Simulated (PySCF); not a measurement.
# Gas-phase XPS of `C=COC`, computed

C₃H₆O.
SMILES with atom numbers: `[CH2:1]=[CH:2][O:3][CH3:4]`

The calculation used delta-SCF UKS SCAN, pcX-2 on the ionised atom, pcseg-1 elsewhere, spin-free X2C in PySCF 2.14.0. Vertical ΔSCF values, vacuum level as zero.

**Question.** Give the core binding energies atom by atom.

**Answer.** 
```json
{"atom(s)": "C1", "environment": "terminal =CH2 carbon", "level": "C 1s", "binding energy (eV)": "289.94", "above the level's lowest (eV)": "0.00", "count": "1"}
{"atom(s)": "C2", "environment": "vinylic carbon bearing oxygen", "level": "C 1s", "binding energy (eV)": "292.12", "above the level's lowest (eV)": "+2.18", "count": "1"}
{"atom(s)": "C4", "environment": "methoxy carbon", "level": "C 1s", "binding energy (eV)": "292.57", "above the level's lowest (eV)": "+2.63", "count": "1"}
{"atom(s)": "O3", "environment": "ether oxygen", "level": "O 1s", "binding energy (eV)": "539.20", "above the level's lowest (eV)": "0.00", "count": "1"}
```

Lowest listed C 1s: C1, bonded to C (double bond) and 2 H. Highest, 2.63 eV above it: C4, bonded to O and 3 H. Summing the Pauling electronegativity differences to the bonded atoms, each weighted by its formal bond order, gives -0.70 for the lowest site and -0.16 for the highest; the largest sum, +0.54, belongs to C2, 0.45 eV below the top.

**Question.** Which photon energy gives electrons from O 1s of O3 a kinetic energy of 100 eV, and what is their de Broglie wavelength?

**Answer.** hν = 539.20 + 100 = 639.20 eV, recoil neglected; λ = 12.264 Å/√(E/eV) = 1.23 Å.

**Question.** What is the longest wavelength that can ionise O 1s of O3 vertically?

**Answer.** λ = hc/E = 12398.42 eV Å / 539.20 eV = 22.994 Å.

Geometry: PBE0-D3(BJ)/def2-SVP, one conformer, isolated molecule.

The run took 50 s of wall time on one thread, x86-64 server, on a shared host.

Shape of the structure used: `[CH2:1]=[CH:2][O:3][CH3:4]`: C1–C2–O3–C4 0°.
